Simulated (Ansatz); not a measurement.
# The magnesium atom (singlet): the correlation ladder, 6-31G*

How much of the correlation energy of the magnesium atom (singlet) does each wave-function method recover here?

Method: 6-31G*, core rule «outside noble gas», up to 5 orbitals frozen; program: Ansatz 0.2.0, Gaussian basis.

To be run: UHF; CCSD(T) on RHF; BCCD(T) on RHF; CASSCF and MRCISD+Q, 2 electrons in 4 orbitals; CASSCF and MRCISD+Q(relaxed), 2 electrons in 4 orbitals; CASSCF and NEVPT4(SD), 2 electrons in 4 orbitals; CASSCF and NEVPT2, 2 electrons in 4 orbitals; Full CI.

**1. The atom**

A free atom, in its lowest state of this spin that the program finds.

1 atom, charge 0, spin multiplicity 1.

**2. UHF**

in.yaml

```yaml
crystal:
  periodic: [false, false, false]
  atoms:
    - {symbol: Mg, position_ang: [0.000000, 0.000000, 0.000000]}
basis:
  gaussian: {orbitals: "6-31G*"}
magnetization: {spin_polarized: true, initial_magnetization: 0}
hamiltonian: {xc: hf}
output: {orbitals: {seedname: orbitals}}
```

Started as:

```bash
> ansatz run in.yaml --threads 1 --pin off --events-out ev --progress --plain --max-ram 2393MiB
```

Further steps of the session: CCSD(T) on RHF; BCCD(T) on RHF; CASSCF and MRCISD+Q, 2 electrons in 4 orbitals; CASSCF and MRCISD+Q(relaxed), 2 electrons in 4 orbitals; CASSCF and NEVPT4(SD), 2 electrons in 4 orbitals; CASSCF and NEVPT2, 2 electrons in 4 orbitals; Full CI.

Q: Predict the results of all the runs planned. Wanted: FCI below the RHF energy; RMP2 from FCI; RCCSD from FCI; RCCSD(T) from FCI; NEVPT2 valence from FCI; NEVPT4(SD) valence from FCI; MRCISD+Q valence from FCI; T1 diagnostic; effectively unpaired electrons.

**Answer**, as computed:

| quantity | value |
| --- | --- |
| FCI below the RHF energy | -0.9131 eV |
| RMP2 from FCI | +314.8 meV |
| RCCSD from FCI | 0.0 meV |
| RCCSD(T) from FCI | 0.0 meV |
| NEVPT2 valence from FCI | +25.6 meV |
| NEVPT4(SD) valence from FCI | +6.9 meV |
| MRCISD+Q valence from FCI | +2.0 meV |
| levels within 1 kcal/mol (43 meV) | RCCSD, RCCSD(T), BCCD(T), NEVPT2 valence, NEVPT4(SD) valence, MRCISD valence, MRCISD+Q valence, MRCISD+Q(relaxed) valence |
| T1 diagnostic | 0.014 |
| effectively unpaired electrons | 0.09 |

In words: RCCSD(T) lands 0.0 meV from the yardstick (0.0 % of the correlation energy). One determinant dominates. Of the multireference levels listed MRCISD+Q(relaxed) valence comes nearest in total energy (-0.2 meV), which doesn't show that its space is the better one. These misses are within one basis, not against nature. With two correlated electrons CCSD is exact in the basis.
